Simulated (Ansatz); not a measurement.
Mg3H5⁻, relaxed as a singlet with RKS r2SCAN-D4/def2-TZVPD in Ansatz, starting from the GFN2-xTB geometry. Force threshold 0.02 eV/Å.

The structure comes from a short search, and lower isomers may exist.

Start:

Cartesian coordinates in Å:
```
Mg -0.556 0.623 1.177
Mg 1.049 -0.883 -0.674
Mg -0.816 -0.616 -2.269
H -2.132 -0.238 -0.219
H 0.376 1.380 -0.802
H 2.717 -1.169 -0.845
H 0.369 -0.883 1.463
H -1.007 1.786 2.169
```

| step | energy (eV) | largest force component (eV/Å) | SCF passes |
| --- | --- | --- | --- |
| 1 | -16411.0857 | 1.804 | 16 |
| 2 | -16412.1811 | 0.950 | 20 |
| 3 | -16412.7968 | 0.446 | 25 |
| 4 | -16412.9603 | 0.163 | 20 |
| 5 | -16413.0052 | 0.126 | 20 |
| 6 | -16413.0269 | 0.183 | 20 |
| 7 | -16413.0395 | 0.111 | 18 |
| 8 | -16413.0410 | 0.072 | 19 |
| 9 | -16413.0439 | 0.050 | 20 |
| 10 | -16413.0450 | 0.020 | 22 |
| 11 | -16413.0451 | 0.006 | 22 |

Force components are those of the run's own axes.

End:

```xyz
8

Mg   -0.740    0.711    0.842
Mg    1.395   -0.686   -0.607
Mg   -1.254   -0.857   -1.639
H    -2.139    0.207   -0.296
H     0.430    0.957   -0.696
H     3.114   -0.993   -0.581
H     0.053   -1.059    0.693
H    -0.859    1.720    2.283
```

Bonds formed: Mg1–H4, Mg1–H5, Mg2–H5, Mg2–H7, Mg3–H4 (atoms count from 1). Metal–metal contacts that move far: Mg1–Mg3 3.67 to 2.98 Å. The end is the same structure that another start reached, the lowest one found.

No frequencies were taken in this run, so the end may be a saddle point.

Run time 19 s (4 threads of Arm Neoverse V2 on a shared host).
